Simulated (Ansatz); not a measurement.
The same path of C$_{2}$H$_{4}$FNO (9 atoms, charge 0, multiplicity 1) was run twice with different band settings. The coordinate that changes most is the dihedral N1–C2–C4–O5.

The calculation used RKS PBE-D4/def2-SVP (Ansatz).

Relaxed end points:

```xyz
9
Properties=species:S:1:pos:R:3
N -0.461 0.928 1.430
C 0.437 0.354 0.756
F 1.730 0.468 1.125
C 0.299 -0.519 -0.479
O -1.016 -0.524 -0.985
H -1.371 0.691 0.998
H 1.069 -0.206 -1.223
H 0.556 -1.564 -0.195
H -1.155 0.325 -1.444
```

```xyz
9
Properties=species:S:1:pos:R:3
N -0.081 0.605 1.824
C 0.103 0.550 0.578
F 0.487 1.690 -0.060
C 0.043 -0.587 -0.425
O -0.528 -0.211 -1.654
H -0.380 -0.314 2.181
H 1.089 -0.980 -0.533
H -0.565 -1.412 -0.002
H -0.078 0.612 -1.926
```

Common settings: movable images 7; climbing image yes; spring 5.0 eV/Å²; start path through a guess of the saddle point; force threshold 0.03 eV/Å; end points relaxed.

| run | optimiser | iteration limit |
| --- | --- | --- |
| 1 | quadratic models (default) | 53 |
| 2 | lbfgs | 60 |

Q: What does each run give, and how far can it be trusted?

A: Run 1: converged after 6 iterations, highest image 0.223 eV above the first end. A vibrational analysis at the climbing image gives one clearly imaginary mode, 103i cm⁻¹: a first-order saddle point.
Run 2: converged after 31 iterations, highest image 0.223 eV above the first end. Another band between the same ends (7 images) ends at a top of the same energy, where a vibrational analysis finds 1 clearly imaginary mode.
